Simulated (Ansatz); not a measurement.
# FH3Si, SMILES F[SiH3]: a test of scalar relativity

With Ansatz 0.2.0, Python API.

At the Python prompt:
```pycon
>>> import warnings
>>> import ansatz as az
>>> import numpy as np
>>> warnings.simplefilter("ignore", az.DeckWarning)
>>> geometry_ang = [
...     ("F", (-1.274, 0.1593, 0.8512)),
...     ("Si", (0.0114, -0.0127, -0.0189)),
...     ("H", (-0.3763, -0.1807, -1.4626)),
...     ("H", (0.7949, -1.2107, 0.4675)),
...     ("H", (0.894, 1.1711, 0.1214)),
... ]
>>> fh3si = az.Crystal.molecule()
>>> for symbol, xyz in geometry_ang:
...     fh3si = fh3si.atom(symbol, xyz)
...
>>> job = (
...     fh3si.calculation()
...     .functional("pbe0", dispersion="d4")
...     .forces()  # eV per angstrom
... )
>>> # a set contracted for a scalar-relativistic Hamiltonian goes with the relativistic run
>>> sets = {"none": "cc-pVTZ", "scalar": "cc-pVTZ-DK"}
>>> found = {kind: job.basis(gaussian=basis).pseudopotentials(relativity=kind).run(threads=1, backend="cpu").report for kind, basis in sets.items()}
>>> for kind, each in found.items():
...     dipole = 4.803205 * np.linalg.norm(each["charge_distribution"]["dipole_moment_e_ang"])
...     print(f"{kind:7s} E = {each['free_energy_ev']:.4f} eV  dipole {dipole:.3f} D  largest force component {np.abs(each['forces_ev_ang']).max():.4f} eV/A")
...
none    E = -10639.9392 eV  dipole 0.913 D  largest force component 1.7733 eV/A
scalar  E = -10658.8473 eV  dipole 0.915 D  largest force component 1.7749 eV/A
>>> print(f"relativity lowers the total energy by {found['none']['free_energy_ev'] - found['scalar']['free_energy_ev']:.3f} eV")
relativity lowers the total energy by 18.908 eV
```

The total moves by -18.9 eV, nearly all in the cores, and the dipole from 0.91 to 0.91 D.

What to keep in mind:
- Total energies depend on the basis set; only differences at equal settings carry meaning.
- The geometry is a force-field or estimated start, not a minimum of this method. The basis set changes with the Hamiltonian (a set recontracted for scalar relativity), and most of the change in the total lies in the cores.
- Timing: 3.7 s on 1 thread of Arm Neoverse V1 (shared host), peak memory 0.22 GiB.
